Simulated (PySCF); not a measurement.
Gas-phase reaction: 2 SiH₂Cl₂ + SiH₂ClNH₂ → SiCl₃NH₂ + H₂ + 2 SiH₂Cl

Computed with PySCF and rigid-rotor harmonic-oscillator thermochemistry at 1 bar. † marks an energy on the PBE0/def2-TZVP geometry and frequencies; other levels use their own. CCSD(T) freezes the core. 6-31G* has spherical d functions here. Open shells (unrestricted): SiH₂Cl (multiplicity 2); the rest are closed-shell singlets. B3LYP is the form with VWN-RPA correlation. SiH₂ClNH₂, SiCl₃NH₂, SiH₂Cl: computed as isolated molecules; such fragments, hydroxides, amides, oligomers or adducts are transient or little studied in the gas. CCSD(T) isn't extrapolated to the basis-set limit.

```csv
level,"ΔH°(298 K), kJ"
B3LYP/def2-TZVP†,?
BLYP/def2-TZVP†,299
CCSD(T)/def2-TZVPP†,?
HF/6-31G*,278
M06-2X/def2-TZVP†,?
PBE0/def2-QZVP†,309
ωB97M-V/def2-TZVP†,334
```

### Question
Some entries are withheld; supply them.

### Answer

- B3LYP/def2-TZVP†, ΔH°(298 K), kJ: 313
- CCSD(T)/def2-TZVPP†, ΔH°(298 K), kJ: 325
- M06-2X/def2-TZVP†, ΔH°(298 K), kJ: 311
